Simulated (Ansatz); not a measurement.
System: 1T (CdI2-type) SnSe₂. Method: HSE06 (PAW; Ansatz, a program for electronic structure).

Numerical settings: plane-wave cutoff 500 eV, 12×12×4 k mesh (along the axes of the cell as run), Fermi–Dirac smearing 0.05 eV, scalar-relativistic PAW data made under PBE.

Computed at the level's own relaxed cell.

**Question.** Predict the equilibrium volume per atom, lattice parameter a, lattice parameter c and band gap.

**Answer.** 
- equilibrium volume per atom: 29.26 Å³/atom
- lattice parameter a: 3.825 Å
- lattice parameter c: 6.929 Å
- band gap: 1.45 eV (on the SCF k mesh)

Measured, for comparison: band gap 0.98 eV (temperature not stated, no zero-point or thermal correction, indirect, our sources range from 0.98 to 1.06; as tabulated in Gonzalez and Oleynik (2016), arXiv:1609.04381); lattice parameter c 6.14 Å (temperature not stated, no zero-point or thermal correction; as tabulated in Gonzalez and Oleynik (2016), arXiv:1609.04381). Computed (rounded) less measured: lattice parameter c +12.9 %.

Note: exact exchange on metals is sensitive to the k mesh and can open a false gap; the cell comes from a level without a dispersion term, which matters for the spacing of layers, chains or molecules; the cell has widely spaced layers and the level no dispersion term, so their spacing and the moduli can rest on weak binding.

Spin–orbit coupling is not included.

Static lattice: no zero-point or thermal effects.

It cost roughly 120 core-minutes of CPU time.
